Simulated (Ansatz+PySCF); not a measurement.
Results of a calculation; reference values are marked as such.
## Several solutions for singlet LiH

```yaml
atoms:
  - { symbol: Li, position_ang: [0.0000, 0.0000, -0.7790] }
  - { symbol: H, position_ang: [0.0000, 0.0000, 2.3369] }
```

Basis set: 6-31G (spherical functions). Charge 0, multiplicity 1.

PBE0 (unrestricted) was run from several starts with Ansatz (development build ahead of 0.2.0) and PySCF 2.14.0.

```json
{"run": "A", "program": "Ansatz", "start": "search for the lowest state", "converged": "yes", "energy (hartree)": "-7.98080", "<S²>": "0.52"}
{"run": "B", "program": "Ansatz", "start": "atomic start, no search", "converged": "yes", "energy (hartree)": "-7.97546", "<S²>": "0.00"}
{"run": "C", "program": "Ansatz", "start": "stability test followed", "converged": "yes", "energy (hartree)": "-7.98080", "<S²>": "0.52"}
{"run": "D", "program": "PySCF", "start": "program defaults", "converged": "yes", "energy (hartree)": "-7.97546", "<S²>": "0.00"}
```

Question: Which runs reached the lowest solution of this kind, and what is wrong with the others?

Answer: A, C reached the lowest solution found. Converged but too high: B by 0.15 eV, D by 0.15 eV. Convergence only shows a stationary point, and even a stable one can lie too high; stability tests and further starts are what find lower ones. Caution: charge can spread falsely over distant fragments. Caution: the unrestricted determinant is spin contaminated.
